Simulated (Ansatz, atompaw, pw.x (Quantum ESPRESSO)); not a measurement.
Which Sn potential is closest to all-electron in the bcc crystal?

All use LDA (PW92), scalar-relativistic, no spin, cutoffs from each file’s atomic test, pw.x 7.5; 12³ k-points, Fermi–Dirac smearing 0.01 Ry. Δ is the rms difference from all-electron LAPW of the E(V) curves that follow from fits to the pressures, over ±6 % in volume. Mesh and smearing are coarse and serve the comparison alone. The files are a selection: those with a ghost or negative overlap were mostly not run, and those with noisy or unconverged pressures or nearly equal Δ are left out.

All-electron: a0 = 3.706 Å (V0 = 25.45 Å³/atom), B0 = 58.7 GPa.

**Question.** Rank them by Δ, smallest first.
A. PAW, atompaw 4.2.0.5, LDA (PW92); core [Kr] 4d10, reference 5s1.75 5p2.25; waves: 5s (bound): rc 2.00 bohr; 5s channel at 1.65 Ry: rc 2.00 bohr; 5p (bound): rc 2.75 bohr; 5p channel at 2.45 Ry: rc 3.00 bohr; 5d channel at 0.25 Ry: rc 3.00 bohr; local part: bessel scheme, radius 2.45 bohr; core correction: smooth core density matched at 1.55 bohr; augmentation: sinc compensation charge, radius 2.50 bohr; PAW radius 3.00 bohr; waves and projectors: custom polynom2 7 10 vanderbiltortho.
B. PAW, atompaw 4.2.0.5, LDA (PW92); core [Kr] 4d10, reference 5s1.5 5p2.5; waves: 5s (bound): rc 3.00 bohr; 5s channel at -0.3 Ry: rc 3.00 bohr; 5p (bound): rc 3.00 bohr; 5p channel at 0.45 Ry: rc 3.00 bohr; 5d channel at 0.35 Ry: rc 3.00 bohr; 5d channel at 2.5 Ry: rc 3.00 bohr; local part: bessel scheme, radius 2.30 bohr; core correction: smooth core density matched at 2.30 bohr; augmentation: sinc compensation charge, radius 2.30 bohr; PAW radius 3.00 bohr; waves and projectors: custom rrkj vanderbiltortho.
C. PAW, atompaw 4.2.0.5, LDA (PW92); core [Kr] 4d10, reference 5s2 5p2; waves: 5s (bound): rc 3.00 bohr; 5s channel at -0.25 Ry: rc 2.10 bohr; 5p (bound): rc 3.00 bohr; 5p channel at 0.1 Ry: rc 3.00 bohr; 5d channel at 0.2 Ry: rc 3.00 bohr; 5d channel at 2.6 Ry: rc 3.00 bohr; local part: bessel scheme, radius 2.10 bohr; core correction: smooth core density matched at 1.65 bohr; augmentation: sinc compensation charge, radius 2.85 bohr; PAW radius 3.00 bohr; waves and projectors: custom rrkj gramschmidtortho.

**Answer.** C (2.3 meV/atom), B (3.2 meV/atom), A (5.2 meV/atom).
